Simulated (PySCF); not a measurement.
# Cluster of furan and naphthalene (C14H12O)

A complex built from furan and naphthalene; neutral, singlet.

```tsv
part	name	SMILES	atoms	charge	multiplicity
1	furan	c1ccoc1	1–9	0	1
2	naphthalene	c1ccc2ccccc2c1	10–27	0	1
```

```xyz
27

C    -0.9423   -0.7115    0.0001
C    -0.9468    0.7056   -0.0001
C     0.3601    1.0804    0.0001
O     1.1620    0.0036    0.0000
C     0.3669   -1.0781    0.0000
H    -1.7936   -1.3603    0.0004
H    -1.8025    1.3488   -0.0007
H     0.8299    2.0437   -0.0004
H     0.8426   -2.0387   -0.0013
C    -2.4141   -0.7020    3.6024
C    -2.4142    0.7018    3.6015
C    -1.2349    1.3918    3.5982
C    -0.0001    0.7097    3.5981
C     1.2344    1.3918    3.5998
C     2.4140    0.7023    3.6025
C     2.4144   -0.7016    3.6013
C     1.2351   -1.3918    3.5984
C     0.0002   -0.7100    3.5979
C    -1.2346   -1.3919    3.5999
H    -3.3559   -1.2313    3.6055
H    -3.3563    1.2307    3.6034
H    -1.2305    2.4727    3.5966
H     1.2291    2.4727    3.6002
H     3.3556    1.2319    3.6054
H     3.3567   -1.2301    3.6033
H     1.2306   -2.4728    3.5969
H    -1.2300   -2.4728    3.5998
```
Atoms count from 1 in this order.

The parts are rigid, face to face. Here part 2 stands at height 3.6 Å (along z), slip 0 Å (along x) and twist 0° (about its own z axis). The height is then varied.

Computed with PySCF 2.14.0: B97-D3(BJ)/def2-SVP interaction energy, counterpoise and uncorrected, gas phase. Density fitting is used. The geometry comes from GFN2-xTB.

Energies in kJ/mol, cluster less frozen parts; CP is counterpoise-corrected. Electrostatic, Pauli, orbital and dispersion terms sum to the uncorrected value; Pauli holds the exchange-correlation of the frozen density too, and orbital the superposition error (at most 12.6 kJ/mol here).

Q: The points computed are height (Å) = 3, 3.2, 3.4, 3.6, 3.8, 4, 4.5, 5.5. At which is the CP energy lowest, and how does the curve run?

A: At 3.6, with -15.2 kJ/mol.
```tsv
height (Å)	CP	uncorrected	electrostatic	Pauli	orbital	dispersion
3	1.9	-10.6	-27.4	98.9	-20.0	-62.1
3.2	-11.0	-21.0	-10.8	52.7	-13.1	-49.8
3.4	-15.1	-22.9	-3.1	28.5	-9.1	-39.2
3.6	-15.2	-21.2	0.3	15.8	-6.8	-30.6
3.8	-13.6	-18.4	1.7	8.9	-5.3	-23.7
4	-11.7	-15.5	2.1	5.0	-4.2	-18.4
4.5	-7.4	-9.2	1.9	1.0	-2.2	-9.9
5.5	-2.3	-2.5	1.1	-0.1	-0.2	-3.3
```

The 8 runs took 23 min in all, one thread each of Intel Xeon on a shared host, launched as `OMP_NUM_THREADS=1 python cluster_run.py task.json out`.
